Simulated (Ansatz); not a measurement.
A run of Ansatz (development build ahead of 0.2.0) on singlet HCl at this shape:

```xyz
2

H     0.0000    0.0000   -1.2138
Cl    0.0000    0.0000    0.0714
```

Its results:

```json
{
  "Converged": "yes",
  "Reference energy": "-460.08941 hartree",
  "Correlation energy": "-0.14642 hartree",
  "Total energy": "-460.23583 hartree",
  "Spin squared of the determinant": "0.000"
}
```

(1) Which input gives this output? Name the method, the orbitals and the basis set, and write the input.

Results:

(1) RHF-MP2 in cc-pVDZ. An unrestricted run that stays on the closed shell gives the same numbers.

```yaml
crystal:
  periodic: [false, false, false]
  atoms:
    - { symbol: H, position_ang: [0.0, 0.0, -1.2138] }
    - { symbol: Cl, position_ang: [0.0, 0.0, 0.0714] }
basis:
  gaussian: { orbitals: cc-pVDZ }
hamiltonian:
  xc: hf
correlation:
  method: mp2
  frozen_orbitals: { Cl: 5, H: 0 }
```
